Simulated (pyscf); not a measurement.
O=Nb(F)(F)–F + hydrogen fluoride (HF) -> HO–Nb(F)(F)(F)–F, an addition across a multiple bond or ene-type step (singlet surface; F–H broken, H–O, F–Nb formed). PySCF, gas phase, ωB97X-D3(BJ)/def2-SVP geometries. Energies in kJ/mol from the separated reactants.

Small-basis levels: PySCF, no dispersion term, spherical d functions. 

In single points SVWN5/6-31G*+LANL2DZ puts the saddle at -93.6 kJ/mol and the reaction energy at -170.1 kJ/mol. Should these be trusted to within a few kcal/mol? Compare with ωB97M-D3(BJ)/def2-TZVP.

ωB97M-D3(BJ)/def2-TZVP gives ΔE‡ = 15.2 kJ/mol and ΔE = -90.3 kJ/mol. SVWN5/6-31G*+LANL2DZ lies 108.9 kJ/mol under it in the barrier and 79.7 kJ/mol under it in the reaction energy, so on this step it does not hold to within 12.6 kJ/mol. At SVWN5/6-31G*+LANL2DZ this geometry lies under one side, so its ΔE‡ may be no barrier of that level. ωB97M-D3(BJ)/def2-TZVP has limits of its own. On the reactant side the descent ends in an adduct with a F–Nb contact, 35.9 kJ/mol under the separated species and 47.3 kJ/mol under the saddle at ωB97X-D3(BJ)/def2-TZVP. What is counted as formed (F–Nb) is already present as a longer contact in the reactant adduct; forming that adduct is a step of its own. At the saddle there is also a short H–Nb contact that neither side keeps. One saddle was located; it need not be the lowest between these sides. In the def2 sets elements past Kr carry core potentials, without spin-orbit coupling.
